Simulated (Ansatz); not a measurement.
Born–Oppenheimer molecular dynamics of AlFH$_{4}$ (6 atoms, charge 0, multiplicity 1). It starts at the highest image of a converged band, a first-order saddle point between two minima.

Level of theory: RKS PBE0-D4/def2-SVP in Ansatz.

```json
{"ensemble": "NVE (velocity Verlet)", "time step": "0.5 fs", "steps asked": "200", "starting velocities drawn for": "100 K", "seed": "4662"}
```

First frame:

```xyz
6
Properties=species:S:1:pos:R:3
Al 0.016 -0.324 -0.118
F 0.021 -0.089 1.851
H 1.408 0.175 -0.678
H -1.406 0.102 -0.666
H 0.061 -1.856 0.588
H 0.037 -1.092 1.625
```

Q: How far do the bonds stretch over the last three quarters of this one trajectory? (Pairs bonded in most of those frames.)

A: 
```tsv
bond	mean (Å)	spread (Å)	shortest	longest
Al1–F2	2.151	0.078	1.97	2.23
Al1–H3	1.587	0.010	1.57	1.60
Al1–H4	1.587	0.006	1.58	1.60
Al1–H5	1.633	0.017	1.60	1.67
F2–H6	0.952	0.010	0.94	0.98
```

Pairs bonded in part of these frames only: Al1–F2 81 %.

Mean temperature of the second half: 43 K. The conserved energy stayed within 0.016 meV per atom of its start (net change 0.0092 meV per atom), so the integration is sound. A run of 0.1 ps of so small a system gives no equilibrium averages. The orbitals stay closed-shell, which can raise the energy where a bond breaks towards radicals; this wasn't checked here.

Time of the run: 2.4 min on 1 thread of Intel(R) Xeon(R) Platinum 8488C (Sapphire Rapids), on a shared host, peak memory 0.11 GiB.
